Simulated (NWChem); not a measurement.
# Correlation energy of O$_{2}$ (+1)

```xyz
2

O      0.0000     0.0000     0.5535
O      0.0000     0.0000    -0.5535
```
Charge +1, spin multiplicity 2.

All runs are NWChem calculations. Structure: optimised with UB3LYP/def2-SVP, a minimum by its harmonic frequencies.

Basis set: 3-21G. Each correlation energy counts from its own Hartree-Fock reference.

The correlated methods keep 2 core orbitals frozen. The structure started from a generated list of species. The unpaired electrons of the parent sit in orbitals of symmetry b2g (D2h labels of the run); other states weren't searched. No SCF solution was tested for a lower state. Open-shell Hartree-Fock references start from PBE0 orbitals. Coupled-cluster values serve here as a point of comparison, not as the truth.

### Question
One of these methods gave a correlation energy of -268.6 mHa. Which?
(A) CCSD[T] on UHF
(B) CCSD(T) on ROHF
(C) CCSD on ROHF
(D) CCSD on UHF

### Answer
D, CCSD on UHF. The others give -279.4 (CCSD[T] on UHF), -273.5 (CCSD on ROHF), -283.8 (CCSD(T) on ROHF).
